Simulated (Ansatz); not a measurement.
# HS₂+ (triplet): from Hartree-Fock to the top rungs, def2-QZVPP

One table from this session's results is given with a row withheld; the runs are named, their logs left out.

Method: def2-QZVPP, core rule «outside noble gas», up to 10 orbitals frozen; program: Ansatz 0.2.0, Gaussian basis.

To be run: UHF; ROHF; CCSD(T) on UHF.

2 further runs of the same task are left out: 2 set aside as unsound or not needed.

**What is computed**

The geometry is a PBE0/def2-TZVP stationary point (not a proven minimum) of the parent state, kept for this charge and spin.

3 atoms, charge 1, spin multiplicity 3.

Atoms are counted from 1 here; the program's logs count them from 0.

Bond lengths: S1–S2 1.957 Å, S1–H3 1.356 Å. Angles: S2–S1–H3 102.1°.

Set-up of the first run:

Input file in.yaml:

```yaml
crystal:
  periodic: [false, false, false]
  atoms:
    - {symbol: S, position_ang: [0.000000, -0.071294, 0.956654]}
    - {symbol: S, position_ang: [0.000000, 0.032394, -0.997818]}
    - {symbol: H, position_ang: [0.000000, 1.237507, 1.309550]}
basis:
  gaussian: {orbitals: "def2-QZVPP.json"}
total_charge: 1
magnetization: {spin_polarized: true, initial_magnetization: 2}
hamiltonian: {xc: hf}
output: {orbitals: {seedname: orbitals}}
```

Launch:

```sh
> ansatz run in.yaml --threads 1 --pin off --events-out ev --progress --plain --max-ram 2393MiB
```

Steps of the session up to this table: UHF; ROHF; CCSD(T) on UHF.

One table of the session follows, with a row left open; its other results are not shown here.

| method | from UCCSD(T) (meV) |
| --- | --- |
| ROHF | +10567.0 |
| UHF | ? |
| UMP2 | +1447.8 |
| UCCSD | +535.4 |
| UCCSD(T) | 0 |

Q: Estimate the row for UHF from the others.

**Answer.** from UCCSD(T) (meV): +10232.8. In the column «from UCCSD(T) (meV)» it lies between UMP2 (+1447.8) and ROHF (+10567.0).
